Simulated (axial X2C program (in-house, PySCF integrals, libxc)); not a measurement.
# NaH⁻: from the spin-free to the two-component result

Computed with an in-house relativistic program for diatomic molecules. Spin-free means the one-electron spin-free X2C Hamiltonian; two-component (2c) means X2C with spin–orbit coupling and atomic mean-field two-electron Coulomb and Gaunt terms, so the difference of the two also holds small scalar two-electron terms. Basis: Na dyall-av3z [10s9p5d2f], H dyall-av3z [7s3p2d] (cores contracted in-house); Gaussian nuclei, density fitting, unrestricted open shells. Masses: Na 22.990 u, H 1.008 u.

Spin-free state: M_S = 1/2, Λ = 0 (beyond evenly filled blocks: σα); fragments Na + H- for PBE0, MP2, CCSD, CCSD(T), B97-3; Na- + H for HF.

```tsv
level	Re (Å)	ωe (cm⁻¹)	De (eV)	μ (D)
PBE0	1.995	948.6	1.610	4.14
HF	2.024	946.7	n/a	3.78
MP2	1.988	965.9	1.581	n/a
CCSD	2.002	935.2	1.536	n/a
CCSD(T)	2.000	936.3	1.544	n/a
B97-3	1.987	962.9	1.606	5.37
```

Correlated methods: 11 electrons correlated (number of frozen shells: Na 1 s; H none), 187 virtual spin orbitals or spinors in MP2, 90 natural virtuals in coupled cluster.

Dipoles are positive if H is the positive end and refer to the centre of mass.

Two-component determinant lowest at the distance of the search:

Ω = 1/2 (⟨Sz⟩ = 0.50, ⟨Lz⟩ = 0.00 at HF); fragments Na + H- for PBE0, MP2, CCSD, CCSD(T), B97-3; Na- + H for HF.

```
  level  Re (Å)  ωe (cm⁻¹)  De (eV)  μ (D)
   PBE0   1.995      948.5    1.610   4.14
     HF   2.024      946.6      n/a   3.78
    MP2   1.988      965.8    1.581    n/a
   CCSD   2.003      935.2    1.536    n/a
CCSD(T)   2.000      936.3    1.544    n/a
  B97-3   1.987      962.8    1.605   5.37
```

**Question.** From the two tables, how do the constants change at the CCSD(T) level (2c against spin-free)?

**Answer.** At the CCSD(T) level Re is unchanged within 0.001 Å and ωe is unchanged to within 0.2 cm⁻¹; De changes by 0.000 eV.

The state is a single determinant with fixed occupations, the lowest that a limited PBE0 search found. Dissociation energies refer to the lowest single-determinant-based atoms at the same level and basis. De is not given where an atomic determinant may have missed its ground term or J level, or where the truncated virtual space spoils (T). Density functionals use the spin component along the axis (collinear). CCSD and (T) use frozen natural virtuals with an MP2 correction for the truncation; (T) itself is uncorrected, so its De runs slightly low. The highest occupied level of some functionals is positive through self-interaction error; at Hartree–Fock it is bound.
